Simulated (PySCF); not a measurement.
# AlH with other numerical set-ups

The method stays; parts of the set-up, such as the basis or the Hamiltonian, are changed.

Computed with PySCF 2.14.0. Level: each script names its method and basis.

## (1) Where the work starts

AlH: 2 atoms, charge 0, spin multiplicity 1.

Bond lengths: Al1–H2 1.742 Å.

## (2) The base run

Input file input.py:

```python
from pyscf import gto, scf, cc

mol = gto.M(
    atom='Al 0 0 0; H 0 0 1.742',
    basis='pcseg-2',
    charge=0,
    spin=0,
    verbose=4,
)
mf = scf.RHF(mol)
mf.kernel()
mycc = cc.CCSD(mf, frozen=5)
mycc.kernel()
mf.dip_moment()
print('orbital energies (hartree):', mf.mo_energy[..., max(0, mol.nelec[1]-3):mol.nelec[0]+3].round(4))
```

Run with:

```
$ OMP_NUM_THREADS=1 python input.py
```

Its log is not repeated here.

Base result: E(SCF) = -242.452125 Eh, 8 cycles, E(CCSD) − E(SCF) = -0.07737 Eh, μ = 0.36 D (of the SCF density).

The bond length is a typed value, not an optimised one.

## (3) Ano-rcc-vdzp (X2C on)

Variant 1 changes basis set: pcseg-2 → ano-rcc-vdzp; spin-free X2C: off → on.

Input file input.py:

```python
from pyscf import gto, scf, cc

mol = gto.M(
    atom='Al 0 0 0; H 0 0 1.742',
    basis='ano-rcc-vdzp',
    charge=0,
    spin=0,
    verbose=4,
)
mf = scf.RHF(mol)
mf = mf.sfx2c1e()
mf.kernel()
mycc = cc.CCSD(mf, frozen=5)
mycc.kernel()
mf.dip_moment()
print('orbital energies (hartree):', mf.mo_energy[..., max(0, mol.nelec[1]-3):mol.nelec[0]+3].round(4))
```

Run with:

```
$ OMP_NUM_THREADS=1 python input.py
```

## (4) Jorge-tzp-dkh (X2C on)

Variant 2 changes basis set: pcseg-2 → jorge-tzp-dkh; spin-free X2C: off → on.

Changes to input.py since step 2:

```diff
@@ -4,3 +4,3 @@
     atom='Al 0 0 0; H 0 0 1.742',
-    basis='pcseg-2',
+    basis='jorge-tzp-dkh',
     charge=0,
@@ -10,2 +10,3 @@
 mf = scf.RHF(mol)
+mf = mf.sfx2c1e()
 mf.kernel()
```

Before running it: what results should come out? Wanted: for each run, E(SCF); from base; gap; SCF dipole; after the SCF.

**Answer**, as computed:

| run | E(SCF) (hartree) | from base (eV) | cycles | gap (eV) | SCF dipole (D) | functions | after the SCF |
| --- | --- | --- | --- | --- | --- | --- | --- |
| base | -242.452125 | 0 | 8 | 8.51 | 0.36 | 48 | CCSD correlation -2.105 eV, core frozen |
| ano-rcc-vdzp (X2C on) | -242.893431 | not comparable | 8 | 9.15 | 0.30 | 23 | CCSD correlation -1.946 eV, core frozen |
| jorge-tzp-dkh (X2C on) | -242.893264 | not comparable | 8 | 8.57 | 0.34 | 54 | CCSD correlation -2.264 eV, core frozen |

In words: Total energies from different bases, Hamiltonians or methods carry different errors, so properties are taken as differences within one set-up.
